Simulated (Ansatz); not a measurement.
**Relaxing a trial structure of CH5OSi**

The starting geometry of this gas-phase doublet is a saddle point at B3LYP/6-31G*, pushed by 0.25 Å along its imaginary mode; its bonds are those of `C[SiH]O`.

```xyz
8

C    -0.9405   -1.8590   -1.0564
O     1.0933   -3.8164   -0.1098
Si    0.8426   -2.4760   -1.0798
H    -1.6295   -2.6268   -1.4296
H    -1.2444   -1.5766   -0.0485
H    -1.0494   -0.9739   -1.6971
H     1.7527   -1.3389   -0.6722
H     1.0913   -3.6721    0.8769
```

Task: Predict what it relaxes into with B3LYP/6-31G*.

Result: It keeps its bonds, and is `C[SiH]O`.

The energy falls by 0.13 eV over 16 steps:

| step | E − E(last) (eV) |
| --- | --- |
| 1 | 0.132 |
| 3 | 0.106 |
| 4 | 0.099 |
| 6 | 0.073 |
| 8 | 0.019 |
| 9 | 0.013 |
| 11 | 0.003 |
| 13 | 0.000 |
| 14 | 0.000 |
| 16 | 0.000 |

Final geometry (Å):

```tsv
atom	x (Å)	y (Å)	z (Å)
C	-0.9738	-1.8374	-1.1101
O	0.7743	-3.6211	0.2788
Si	0.8016	-2.4463	-0.9212
H	-1.6351	-2.6369	-1.4589
H	-1.3554	-1.4745	-0.1473
H	-1.0211	-1.0140	-1.8316
H	1.6940	-1.2976	-0.5257
H	1.6316	-4.0117	0.4995
```

Frequencies at the end are all real (lowest 132 cm⁻¹). Open shells are spin-unrestricted. Run with Ansatz 0.2.0, 78 s on 1 thread of Intel(R) Xeon(R) Platinum 8259CL CPU @ 2.50GHz (Skylake/Cascade Lake), with other jobs on the host.
